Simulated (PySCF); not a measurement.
A spin–spin coupling run with PySCF (density fitting, non-relativistic, gas phase) on SMILES C1(C(=O)F)CC1, C4H5FO:

```
$ OMP_NUM_THREADS=1 python probes_run.py task.json out

{"job": {"kind": "j", "xc": "KT2", "basis": "pcJ-1"}, "charge": 0, "multiplicity": 1}
O      1.830482     0.078783    -1.184895
C      1.331403     0.706452    -0.310229
F      1.949369     1.780414     0.200107
C      0.037131     0.460127     0.351331
C     -0.374881    -0.986312     0.521400
C     -1.055172    -0.153685    -0.496643
H     -0.237619     1.176066     1.127540
H     -0.903960    -1.235531     1.443977
H      0.340629    -1.735145     0.173060
H     -2.073824     0.193166    -0.308841
H     -0.802752    -0.327397    -1.545602
```

Hardware: 1 thread of an Arm Neoverse V2, shared host. The job also computes field gradients.

Question: How large is the calculation?

Answer: 46 electrons, 212 basis functions and 748 auxiliary functions.

Question: How long does it take, and how much memory does it need?

Answer: 19 s of wall time, with 17 SCF cycles; peak memory 0.75 GiB. Times on a shared host scatter by some tens of per cent.

Question: And these other runs on the same molecule and hardware: spin–spin coupling at B97-2/pcJ-1; spin–spin coupling at CAM-B3LYP/pcJ-1; spin–spin coupling at LDA/pcJ-1; spin–spin coupling at PBE/pcJ-1; spin–spin coupling at PBE0/pcJ-1?

Answer: B97-2/pcJ-1: 212 functions, 19 s; CAM-B3LYP/pcJ-1: 212 functions, 29 s; LDA/pcJ-1: 212 functions, 13 s; PBE/pcJ-1: 212 functions, 18 s; PBE0/pcJ-1: 212 functions, 19 s.
